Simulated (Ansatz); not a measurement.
The cluster Na2Li was relaxed with PBE0 (def2-TZVP) in Ansatz in these states: neutral doublet, neutral quartet. The geometries follow in no particular order.

A:

```xyz
3

Li    1.641    1.294    0.357
Na    0.447   -2.285   -0.117
Na   -2.088    0.992   -0.241
```

B:

```xyz
3

Li   -0.4281   -0.1674    1.9398
Na    1.6686   -0.0804   -0.1939
Na   -1.2405    0.2478   -1.7459
```

**Question.** Judge from the bond lengths which geometry belongs to which state (an estimate).

**Answer.** A is the neutral quartet (Na2–Na3 4.145 Å, Li1–Na2 3.803 Å); B is the neutral doublet (Na2–Na3 3.314 Å, Li1–Na2 2.993 Å).

At PBE0/def2-TZVP a doublet lies 0.98 eV below the neutral quartet. These are the stationary points nearest to one start from a short search; other shapes may lie lower in each state.
